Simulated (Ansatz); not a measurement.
Results of PBE-D3(BJ) (Ansatz, a first-principles code, plane waves, PAW) for diamond-structure Si.

Numerical settings: plane-wave cutoff 520 eV, 12×12×12 k mesh, perturbation theory, scalar-relativistic PAW data made under PBE.

Computed at the level's own relaxed cell.

Problem. Give the computed electronic dielectric constant ε∞ and TO(Γ) frequency.

Solution. 
* **electronic dielectric constant ε∞**: 12.9
* **TO(Γ) frequency**: 516 cm⁻¹

Measured, for comparison: high-frequency dielectric constant 11.8 (300 K, not corrected to a static lattice, our sources range from 11.7 to 12.1; as tabulated in Skelton et al. (2020), arXiv:2005.00277); zone-centre TO phonon frequency 525 cm⁻¹ (low temperature, zero-point motion not removed; as tabulated in Tanner et al. (2021), arXiv:2110.11888). Computed (rounded) less measured: high-frequency dielectric constant +9 % (+7 % to +10 % over the range), zone-centre TO phonon frequency -2 %.

Note: the dispersion coefficients are held fixed in the derivatives.
